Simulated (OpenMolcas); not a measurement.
# NH3 (ammonia) at 6 levels

Wanted: a comparison of 6 runs (HF/STO-3G, UHF/STO-3G, B3LYP/STO-3G, PBE0/STO-3G, SVWN5/STO-3G, UB3LYP/STO-3G) of NH3 (ammonia). 

The calculation is run with OpenMolcas 26.06.

**1. Starting point**

The species is NH3 (4 atoms), meant as a singlet with charge 0. SMILES: `N`. The N1–H4 distance was set to 1.772 Å, away from the relaxed value. At this shape a bond of the SMILES string is far longer than usual.

Bond lengths: N1–H2 1.013 Å, N1–H3 1.013 Å. Angles: H2–N1–H3 107.1°. A long bond or contact: N1–H4 1.772 Å.

**2. The energy at HF/STO-3G (run 1)**

The input, mol.inp:

```
>>> EXPORT MOLCAS_PRINT=2
&gateway
baslib=$CurrDir
coord
4
angstrom
N       -0.472534       0.170862       0.750030
H        0.087846      -0.380428       1.388280
H       -1.290104      -0.380548       0.520190
H        0.466920       0.354280      -0.741200
basis=STO-3G
group=NoSym
&seward
&scf
thresholds=1e-10 1e-07 1e-07 1e-05
prorbitals=1 1
```

The basis set STO-3G is read from a file made from the Basis Set Exchange's data (not shown).

Command:

```console
$ export MOLCAS_MEM=1860
$ pymolcas mol.inp > mol.log
```

Log:

```text
--- Start Module: gateway ---
[...]
--- Stop Module: gateway /rc=_RC_ALL_IS_WELL_ ---
--- Start Module: seward ---
[...]
      Basis functions            8
--- Stop Module: seward /rc=_RC_ALL_IS_WELL_ ---
[...]
--- Start Module: scf ---
[...]
       Convergence after  12 Iterations
[...]
::    Total SCF energy                                -55.2506042680
[...]
      Total spin, S                                     0.0000000000
[...]
      Total electronic charge=   10.000000
      Total            charge=   -0.000000
[...]
      Dipole Moment (debye):
      Origin of the operator (angstrom)=   -0.4321    0.1164    0.6859
                   X=  1.8070E-01               Y= -1.6804E+00               Z= -2.8658E-01           Total=  1.7142E+00
      Quadrupole Moment (debye*angstrom):
[...]
--- Stop Module: scf /rc=_RC_ALL_IS_WELL_ ---
[...]
```

It took 2.9 s on 1 thread of Arm Neoverse N1, shared host; peak memory 0.37 GiB.

**3. A single-point energy at UHF/STO-3G (run 2)**

The input, mol.input:

```
* H3N Hartree-Fock
&GATEWAY
BasLib
$CurrDir
Coord
4
angstrom
N       -0.472534       0.170862       0.750030
H        0.087846      -0.380428       1.388280
H       -1.290104      -0.380548       0.520190
H        0.466920       0.354280      -0.741200
Basis
STO-3G
Group
NoSym
&SEWARD
&SCF
UHF
Thresholds
1e-10 1e-07 1e-07 1e-05
Scramble
0.25
PrOrbitals
1 1
```

The basis set STO-3G is read from a file made from the Basis Set Exchange's data (not shown).

Command:

```console
$ export MOLCAS_MEM=1860
$ pymolcas mol.input > mol.log
```

Log:

```text
--- Start Module: gateway ---
[...]
--- Stop Module: gateway /rc=_RC_ALL_IS_WELL_ ---
--- Start Module: seward ---
[...]
      Basis functions            8
--- Stop Module: seward /rc=_RC_ALL_IS_WELL_ ---
[...]
--- Start Module: scf ---
[...]
       Convergence after  20 Iterations
[...]
::    Total SCF energy                                -55.3105866672
[...]
      Total spin, S                                     0.5183046855
[...]
      Total electronic charge=   10.000000
      Total            charge=   -0.000000
[...]
      Dipole Moment (debye):
      Origin of the operator (angstrom)=   -0.4321    0.1164    0.6859
                   X= -2.0921E-01               Y= -1.7420E+00               Z=  3.3233E-01           Total=  1.7857E+00
      Quadrupole Moment (debye*angstrom):
[...]
--- Stop Module: scf /rc=_RC_ALL_IS_WELL_ ---
[...]
```

Run time: 3.6 s. Hardware: 1 thread of Arm Neoverse N1, shared host; peak memory 0.37 GiB.

Runs 3 to 4 aren't shown in full; the table further down has their settings and results.

**4. The energy at SVWN5/STO-3G (run 5)**

The input, mol.input:

```
* H3N Kohn-Sham DFT

&GATEWAY
  BasLib
  $CurrDir
  Coord
  4
  angstrom
  N       -0.472534       0.170862       0.750030
  H        0.087846      -0.380428       1.388280
  H       -1.290104      -0.380548       0.520190
  H        0.466920       0.354280      -0.741200
  Basis
  STO-3G
  Group
  NoSym

&SEWARD
  GridInput
  Grid=UltraFine
  End of Grid

&SCF
  KSDFT
  SVWN5
  Thresholds
  1e-10 1e-07 1e-07 1e-05
  PrOrbitals
  1 1
```

The basis set STO-3G is read from a file made from the Basis Set Exchange's data (not shown).

Command:

```console
$ export MOLCAS_MEM=1860
$ pymolcas mol.input > mol.log
```

Log:

```text
--- Start Module: gateway ---
[...]
--- Stop Module: gateway /rc=_RC_ALL_IS_WELL_ ---
--- Start Module: seward ---
[...]
      Basis functions            8
--- Stop Module: seward /rc=_RC_ALL_IS_WELL_ ---
[...]
--- Start Module: scf ---
[...]
       Convergence after  13 Iterations
[...]
::    Total KS-DFT energy                             -55.1440704431
[...]
      Total spin, S                                     0.0000000000
[...]
      Total electronic charge=   10.000000
      Total            charge=   -0.000000
[...]
      Dipole Moment (debye):
      Origin of the operator (angstrom)=   -0.4321    0.1164    0.6859
                   X=  1.8428E-01               Y= -1.7339E+00               Z= -2.9226E-01           Total=  1.7680E+00
      Quadrupole Moment (debye*angstrom):
[...]
--- Stop Module: scf /rc=_RC_ALL_IS_WELL_ ---
[...]
```

Wall time 4.8 s (1 thread of Arm Neoverse N1, shared host); peak memory 0.37 GiB.

**5. The energy at UB3LYP/STO-3G (run 6)**

The input, mol.input:

```
* H3N Kohn-Sham DFT

&gateway
 baslib=$CurrDir
 coord
 4
 angstrom
 N       -0.472534       0.170862       0.750030
 H        0.087846      -0.380428       1.388280
 H       -1.290104      -0.380548       0.520190
 H        0.466920       0.354280      -0.741200
 basis=STO-3G
 group=NoSym

&seward
 gridinput
 Grid=UltraFine
 End of Grid

&scf
 uhf
 ksdft=B3LYP
 thresholds=1e-10 1e-07 1e-07 1e-05
 scramble=0.25
 prorbitals=1 1
```

The basis set STO-3G is read from a file made from the Basis Set Exchange's data (not shown).

Command:

```console
$ export MOLCAS_MEM=1860
$ pymolcas mol.input > mol.log
```

Log:

```text
--- Start Module: gateway ---
[...]
--- Stop Module: gateway /rc=_RC_ALL_IS_WELL_ ---
--- Start Module: seward ---
[...]
      Basis functions            8
--- Stop Module: seward /rc=_RC_ALL_IS_WELL_ ---
[...]
--- Start Module: scf ---
[...]
       Convergence after  17 Iterations
[...]
::    Total KS-DFT energy                             -55.6382371091
[...]
      Total spin, S                                     0.2151141267
[...]
      Total electronic charge=   10.000000
      Total            charge=   -0.000000
[...]
      Dipole Moment (debye):
      Origin of the operator (angstrom)=   -0.4321    0.1164    0.6859
                   X=  4.2349E-02               Y= -1.6895E+00               Z= -6.6983E-02           Total=  1.6913E+00
      Quadrupole Moment (debye*angstrom):
[...]
--- Stop Module: scf /rc=_RC_ALL_IS_WELL_ ---
[...]
```

It took 9.3 s on 1 thread of Arm Neoverse N1, shared host; peak memory 0.37 GiB.

**6. The series**

```tsv
run	level	scramble	integration grid	energy (Eh)	dipole moment (D)	HOMO energy (eV)	LUMO energy (eV)	wall time
1	HF/STO-3G	–	–	-55.250604	1.71	-8.45	5.86	2.9 s
2	UHF/STO-3G	0.25	–	-55.310587	1.79	-9.00	8.96	3.6 s
3	B3LYP/STO-3G	–	UltraFine	-55.635885	1.72	-4.08	0.89	5.4 s
4	PBE0/STO-3G	–	UltraFine	-55.567977	1.73	-4.29	1.27	4.8 s
5	SVWN5/STO-3G	–	UltraFine	-55.144070	1.77	-2.05	0.34	4.8 s
6	UB3LYP/STO-3G	0.25	UltraFine	-55.638237	1.69	-3.96	1.14	9.3 s
```

**7. Results**

| quantity | value |
| --- | --- |
| run 6: total energy | -55.63824 Eh |
| run 6: dipole moment | 1.69 D |
| run 6: HOMO energy | -3.96 eV |
| run 6: LUMO energy | 1.14 eV |
| run 6: HOMO–LUMO gap | 5.10 eV |
| run 6: ⟨S²⟩ | 0.261 |

The dipole moment (its size) runs from 1.69 D (UB3LYP/STO-3G) to 1.79 D (UHF/STO-3G). The HOMO–LUMO gap runs from 2.39 eV (SVWN5/STO-3G) to 17.96 eV (UHF/STO-3G). Totals of different functionals can't be ranked against each other. In runs 1, 2, 3, 4, 5, 6 the basis is minimal, so the values are rough. In runs 1, 3, 4, 5 a closed-shell determinant meets a far-stretched bond, which it describes badly. Spin contamination of the reference: run 2 ⟨S²⟩ = 0.79, run 6 ⟨S²⟩ = 0.26. Where it is this large, the reference is a mixture of spin states, and values that rest on it are in doubt. All runs together took 31 s, the longest 9.3 s.
